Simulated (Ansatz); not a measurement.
in.yaml

```yaml
crystal:
  periodic: [false, false, false]
  atoms:
    - {symbol: C, position_ang: [-0.147960, -1.728074, 0.000000]}
    - {symbol: C, position_ang: [0.598591, -0.614410, 0.000000]}
    - {symbol: C, position_ang: [0.013634, 0.692804, 0.000000]}
    - {symbol: H, position_ang: [-1.231569, -1.687618, 0.000000]}
    - {symbol: H, position_ang: [0.319607, -2.705854, 0.000000]}
    - {symbol: H, position_ang: [1.683497, -0.661556, 0.000000]}
    - {symbol: N, position_ang: [-0.453625, 1.778362, 0.000000]}
basis:
  gaussian: {orbitals: STO-3G}
magnetization: {spin_polarized: false}
correlation: {method: ccsdtq, electrons: outside_noble_gas}
```

```sh
$ ansatz run in.yaml --threads 1 --pin off --events-out ev --progress --plain --max-ram 4096MiB --backend cpu
```

Log:

```
423 factors; integrals over basis functions are off by at most 2.6e-8 eV
mean field evaluation 1: about -4557.5545 eV, gradient 3.5e1 eV
mean field evaluation 2: about -4557.6229 eV, gradient 3.5e1 eV
mean field evaluation 4: about -4561.2453 eV, gradient 2.6e0 eV
mean field evaluation 8: about -4561.2798 eV, gradient 1.3e-2 eV
mean field evaluation 16: about -4561.1795 eV, gradient 2.6e0 eV
mean field -4561.27729479 eV, -167.6238488387 hartree, gradient 3.0e-6 eV, S^2 0.000000; 0 other end points of the search recorded, 0 dependent functions left out; unrestricted orbitals would lower it
4 core orbitals not correlated: weight in the atoms' cores, before any rotation towards them, 1.000 or more for the frozen orbitals, at most 0.000 for the correlated occupied ones
reference -4561.27729479 eV, -167.6238488387 hartree; 10, 10 occupied and 9, 9 virtual orbitals, 423 factors
second order -7.48415502 eV of doubles, -0.00000000 eV of singles
cycle   1  -7.83432929 eV  change   -3.5e-1 eV  update   9.4e-2
cycle   2  -8.36640592 eV  change   -5.3e-1 eV  update   4.7e-2
cycle   3  -8.62264781 eV  change   -2.6e-1 eV  update   2.5e-2
cycle   4  -8.62066011 eV  change    2.0e-3 eV  update   8.4e-3
cycle   5  -8.62843833 eV  change   -7.8e-3 eV  update   4.3e-3
cycle   6  -8.63128081 eV  change   -2.8e-3 eV  update   1.7e-3
cycle   7  -8.62988847 eV  change    1.4e-3 eV  update   8.6e-4
cycle   8  -8.62964072 eV  change    2.5e-4 eV  update   4.9e-4
cycle   9  -8.63001697 eV  change   -3.8e-4 eV  update   2.2e-4
cycle  10  -8.63020909 eV  change   -1.9e-4 eV  update   1.0e-4
cycle  11  -8.63013075 eV  change    7.8e-5 eV  update   4.9e-5
cycle  12  -8.63012152 eV  change    9.2e-6 eV  update   2.1e-5
cycle  13  -8.63010652 eV  change    1.5e-5 eV  update   1.9e-5
cycle  14  -8.63009698 eV  change    9.5e-6 eV  update   4.2e-6
cycle  15  -8.63009709 eV  change   -1.1e-7 eV  update   1.7e-6
Total energy: -4569.90739188 eV, -167.9409990569 hartree
```

Ran on 1 thread of AMD EPYC 7R13, shared host: 39 s wall, 0.62 GiB peak host memory.
